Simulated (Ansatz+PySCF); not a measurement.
**doublet H2O2(+): levels of theory in one basis**

```xyz
4

O     0.0000    0.4196    0.5018
O     0.0000   -0.4196   -0.5018
H     0.0000   -0.1892    1.3552
H     0.0000    0.1892   -1.3552
```

Basis set: cc-pVTZ (spherical functions). Correlated methods keep 2 orbitals frozen. Correlation on ROHF uses semicanonical orbitals with singles. Charge 1, multiplicity 2.

Computed with Ansatz (development build ahead of 0.2.0) and PySCF 2.14.0; the reference of a correlated method needn't be the lowest determinant of its kind.

| method | E − E(ROHF) (eV) | <S²> of the determinant |
| --- | --- | --- |
| ROHF | 0.00 | 0.75 |
| UHF | -0.31 | 0.77 |
| ROHF-MP2 | -13.23 | – |
| UHF-MP2 | -13.17 | 0.77 |

(1) What does ROHF-CCSD(T) give on the same scale?

Answers

(1) -13.85 eV.

Caution for ROHF, ROHF-MP2: the determinant breaks the point group. Caution for ROHF-MP2, UHF-MP2: forces differ strongly between restricted and unrestricted references; MP2 on this radical cation hangs on the determinant chosen. Caution for ROHF-MP2: another reference gives a lower total. Caution for ROHF-CCSD(T): the determinant is a saddle point.
